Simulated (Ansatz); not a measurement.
Born–Oppenheimer molecular dynamics of CH$_{4}$BF (7 atoms, charge 0, multiplicity 1). It goes on from the last frame of an earlier run, with new velocities.

Theory: RKS PBE0-D4/def2-SVP (Ansatz 0.2.0).

```json
{
 "ensemble": "NVT, Langevin thermostat",
 "time step": "0.5 fs",
 "steps asked": "100",
 "set temperature": "200 K",
 "friction": "0.5 /fs",
 "seed": "302926"
}
```

First frame:

```xyz
7
Properties=species:S:1:pos:R:3
B 0.009 0.204 -0.077
H 0.485 0.603 1.050
F 0.961 -0.324 -0.672
C -1.405 -0.016 -0.871
H -2.112 -0.879 -0.866
H -2.094 0.814 -0.506
H -0.926 0.194 -1.859
```

(1) How far do the bonds stretch over the last three quarters of this one trajectory? (Pairs bonded in most of those frames.)

Results:

(1) 
```
 bond  mean (Å)  spread (Å)  shortest  longest
B1–H2     1.219       0.019      1.18     1.25
B1–F3     1.330       0.019      1.30     1.36
B1–C4     1.576       0.026      1.53     1.63
C4–H5     1.106       0.019      1.07     1.14
C4–H6     1.097       0.018      1.07     1.14
C4–H7     1.102       0.021      1.06     1.15
```

Mean temperature of the second half: 193 K. A run of 0.05 ps of so small a system gives no equilibrium averages. The friction is so strong that the motion is overdamped, so the time scale means little.

Time of the run: 2.2 min on 1 thread of Arm Neoverse V1, with other jobs on the host, peak memory 0.1 GiB.
